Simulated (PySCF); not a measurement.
**Mayer bond orders and bond lengths**

Species: C4H4FN.
Atom-mapped SMILES: `[F:1][c:2]1[cH:3][cH:4][nH:5][cH:6]1` (hydrogens: H7 on C3; H8 on C4; H9 on N5; H10 on C6)

Bond orders from the PBE0/pcSseg-1 density (PySCF). Isolated species at its PBE0-D3(BJ)/def2-SVP geometry, gas phase.

(1) Where do the orders between heavy atoms depart from those drawn in the SMILES?

(2) Give the Mayer order of every bond, beside its length.

## Answers

(1) The largest departure is 0.388, at N5–C6 (drawn aromatic, 1.112), counting aromatic bonds as 1.5. The bonds drawn aromatic range from 1.11 to 1.50.

(2) 
```
  bond  drawn as  length (Å)  Mayer order
 F1–C2    single       1.328        0.971
 C2–C3  aromatic       1.415        1.376
 C3–C4  aromatic       1.381        1.476
 C4–N5  aromatic       1.362        1.173
 N5–C6  aromatic       1.371        1.112
 C6–C2  aromatic       1.377        1.500
 C3–H7    single       1.087        0.973
 C4–H8    single       1.087        0.972
 N5–H9    single       1.009        0.933
C6–H10    single       1.086        0.960
```

Bonds between the same two heavy elements. C–C: lowest C2–C3 (1.376, 1.415 Å), highest C6–C2 (1.500, 1.377 Å). C–N: lowest N5–C6 (1.112, 1.371 Å), highest C4–N5 (1.173, 1.362 Å).

**Question.** Sum the orders of all bonds at each heavy atom with more than one neighbour and set the sums beside the valence in the SMILES.

**Answer.** C2 3.847 (drawn 4), C3 3.825 (drawn 4), C4 3.621 (drawn 4), N5 3.218 (drawn 3), C6 3.572 (drawn 4). Orders between atoms that aren't bonded are not in these sums.

Mayer orders depend on the basis set.
